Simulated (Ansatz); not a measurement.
A nudged elastic band was laid between two geometries of CH$_{4}$BO (7 atoms, charge 1, multiplicity 1).

Method: Ansatz 0.2.0, RKS PBE0-D4/def2-TZVP.

| Item | Value |
| --- | --- |
| movable images | 7 |
| climbing image | yes |
| spring | 5.0 eV/Å² |
| optimiser | quadratic models (default) |
| start path | through a guess of the saddle point |
| force threshold | 0.05 eV/Å |
| iteration limit | 60 |
| end points | relaxed |

First end point:

```xyz
7
Properties=species:S:1:pos:R:3
B -0.981 -0.105 -0.217
C 0.432 0.438 0.115
O 1.515 -0.172 0.319
H -1.278 -0.218 -1.366
H -1.722 -0.321 0.690
H 0.559 1.526 0.196
H 1.475 -1.147 0.263
```

Last end point:

```xyz
7
Properties=species:S:1:pos:R:3
B -1.114 -0.073 -0.245
C 0.371 0.218 0.091
O 1.217 -0.705 0.228
H -1.433 -0.089 -1.393
H -1.877 -0.190 0.662
H 0.710 1.256 0.217
H 2.127 -0.416 0.440
```

**Question.** Which bonds break or form, and what moves?

**Answer.** No bond is made or broken. The dihedral B1–C2–O3–H7 goes from 0 to -180°.

**Question.** What energy profile does the band end with?

**Answer.** The forces met the threshold. The highest image is number 4 of 0 to 8, 21.9 kcal/mol above the first end and 22.9 kcal/mol above the last; the last end lies 1.1 kcal/mol below the first. A vibrational analysis at the climbing image gives one clearly imaginary mode, 1152i cm⁻¹: a first-order saddle point. Limits of this set-up: the dipole of an ion depends on the origin.

```tsv
image	path coordinate (Å)	energy (kcal/mol)	dihedral B1–C2–O3–H7 (°)
0	0.00	0.0	0
1	0.22	0.6	6
2	0.44	5.4	27
3	0.66	15.6	57
4	0.87	21.9	92
5	1.12	14.7	128
6	1.36	4.6	154
7	1.60	-0.1	171
8	1.84	-1.1	-180
```

**Question.** What is the geometry of the highest image?

**Answer.** 
```xyz
7
Properties=species:S:1:pos:R:3
B -1.065 -0.071 -0.203
C 0.369 0.388 0.124
O 1.279 -0.399 0.508
H -1.348 -0.263 -1.347
H -1.844 -0.184 0.693
H 0.631 1.460 0.124
H 1.978 -0.931 0.100
```

**Question.** What are the harmonic wavenumbers there?

**Answer.** 1152i, 291, 366, 429, 530, 844, 971, 1072, 1083, 1399, 1598, 2604, 2704, 3022, 3785 cm⁻¹.

The band took 9 iterations and of the order of 2.7 core-minutes.

Time of the run: 84 s on 2 threads of Arm Neoverse V1 (shared host), peak memory 0.17 GiB.
